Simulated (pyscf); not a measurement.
Thermochemistry of product channels of `[O]=[Zr]=[O]` + `[H]` [doublet] on the doublet surface, in kcal/mol, from ωB97M-D3(BJ)/def2-TZVP energies (ideal gas, 1 atm, RRHO with modes under 100 cm⁻¹ raised to 100, one conformer, R ln 2 for rigid chiral ones). Structures and frequencies: ωB97X-D3(BJ)/def2-SVP in PySCF.

```csv
products,ΔE,ΔH(298 K),ΔG(600 K),ΔG(900 K)
`[OH]` [doublet] + `[O]=[Zr]` [triplet],+43.8,+47.4,+43.0,+41.2
`[O][ZrH]=[O]` [doublet],-27.7,-25.7,-13.2,-6.8
```

These are energies of the channels, which say nothing of barriers. Left out: orbital degeneracy and the spin-orbit lowering of OH. The term symbol of open-shell O=Zr was not checked; spin-orbit terms and orbital degeneracy are left out. Open-shell species with a d-block atom are single-reference here; other states, and whether the spin sits on metal or ligand, were not checked. Elements past Kr carry the def2 core potentials, without spin-orbit coupling.
